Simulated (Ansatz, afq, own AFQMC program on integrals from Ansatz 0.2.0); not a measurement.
Integrals from Ansatz 0.2.0, then the random walk in our own AFQMC program (afq).

```yaml
crystal:
  periodic: [false, false, false]
  atoms:
    - {symbol: Al, position_ang: [0.000000, 0.000000, 1.208018]}
    - {symbol: Al, position_ang: [0.000000, 0.000000, -1.247506]}
    - {symbol: H, position_ang: [0.000000, 1.404177, 1.946978]}
    - {symbol: H, position_ang: [0.000000, -1.404176, 1.946978]}
    - {symbol: H, position_ang: [0.000000, 0.000000, -2.836903]}
basis:
  gaussian: {orbitals: cc-pVDZ}
magnetization: {spin_polarized: false, initial_magnetization: 1}
correlation: {method: ccsd_t, electrons: outside_noble_gas, hamiltonian_folder: ham}
```

```sh
$ ansatz run in.yaml --threads 1 --pin off --events-out ev --progress --plain --max-ram 1382MiB
```

afq runs on the folder ham with

```
--method free --trial cisd --walkers 60 --time-step 0.03 --max-blocks 80 --target-error 0.00036 --factor-cut 1e-05 --seed 365 --times 0,0.3,0.6,1.2,1.8,2.4,3.6,4.8,6 --taylor-order 8
```

Times are imaginary, in 1/Eh. The walk had a cap of 1455 s.

afq prints:

```
orbitals 41  electrons 5 4  factors 309 of 490
reference energy -485.51555880 Eh
CCSD correlation -0.15604402 Eh in 12 cycles, weight of the determinant in the CISD state 0.8820
repeat  energy at the last time / Eh  error
    10  -485.678568  0.001305
    20  -485.677452  0.000790
    30  -485.676751  0.000738
    40  -485.676761  0.000586
    50  -485.676720  0.000538
    60  -485.676610  0.000488
    70  -485.676493  0.000442
    80  -485.676342  0.000409
time / (1/Eh)  energy / Eh  error  mean overlap
  0.00  -485.671589  0.000076  1.1329
  0.30  -485.673587  0.000097  1.1265
  0.60  -485.674673  0.000110  1.1247
  1.20  -485.675859  0.000116  1.1126
  1.80  -485.676354  0.000153  1.1091
  2.40  -485.676389  0.000181  1.1245
  3.60  -485.676730  0.000225  1.1209
  4.80  -485.677170  0.000305  1.1177
  6.00  -485.676342  0.000409  1.1776
energy -485.676342 +/- 0.000409 Eh
```

The run passed its tests (error under three times the target), which doesn't prove that it has relaxed.

Against this walk (error 11.1 meV) on the same determinant: CCSD(T) 24.8 meV higher, CCSDT(Q) 13.1 meV lower (within the noise). The error is statistical, and a free projection of finite length keeps a remainder of its start. The last points scatter (meV from the last: 0 ± 4 at 1.80, -1 ± 5 at 2.40, -11 ± 6 at 3.60, -23 ± 8 at 4.80, 0 ± 11 at 6.00); the last is the one printed as the energy, and the gaps above move with that scatter.

Cautions: remainder of the start not in the error; error above the target (11.1 against 9.8 meV).

The walk took 6.4 min on 1 thread of Arm Neoverse V1 (shared host). The log's last line is the free-projection energy.

CCSDT and higher add their correlation energy to the determinant of the CCSD(T) run, since their own runs factorise the integrals more tightly (a shift of under 2 meV). A walk keeps the symmetry of its determinant, which the program's search chose and which needn't be the lowest solution, so a lower state of the same spin and another symmetry isn't excluded.
